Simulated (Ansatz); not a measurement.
This geometry of C$_{2}$H$_{5}$S (8 atoms, charge 0, multiplicity 2) is a first-order saddle point.

Level of theory: UKS revPBE/6-31G* in Ansatz.

```xyz
8
Properties=species:S:1:pos:R:3
C -0.425 0.606 -0.370
C 0.340 -0.607 0.219
S 1.384 -0.305 1.682
H -1.515 0.434 -0.355
H -0.130 0.791 -1.417
H -0.221 1.523 0.205
H 1.009 -1.074 -0.531
H -0.350 -1.424 0.510
```

**Question.** Which two structures does it join? (They come from a converged band through this point; their orientation in space is the band's.)

**Answer.** No bond is made or broken. The dihedral H6–C1–C2–S3 goes from -59 to 60°. The two ends are copies of one structure, up to a mirror image or an exchange of like atoms.

Image 0:

```xyz
8
Properties=species:S:1:pos:R:3
C -0.454 0.594 -0.328
C 0.320 -0.606 0.239
S 1.950 -0.233 0.966
H -1.431 0.265 -0.728
H 0.107 1.078 -1.144
H -0.638 1.350 0.453
H 0.498 -1.377 -0.538
H -0.260 -1.128 1.026
```

Image 10:

```xyz
8
Properties=species:S:1:pos:R:3
C -0.391 0.608 -0.381
C 0.361 -0.596 0.203
S 0.739 -0.515 1.986
H -1.367 0.744 0.113
H -0.569 0.461 -1.463
H 0.188 1.538 -0.250
H 1.331 -0.758 -0.311
H -0.201 -1.540 0.048
```

**Question.** How far does it lie above each of them?

**Answer.** 0.119 eV above the first and 0.119 eV above the second. This is the barrier of this one path; another mechanism may lie lower.

The run took 3.2 min on 1 thread of Intel(R) Xeon(R) Processor @ 2.70GHz, on a shared host, peak memory 0.15 GiB.
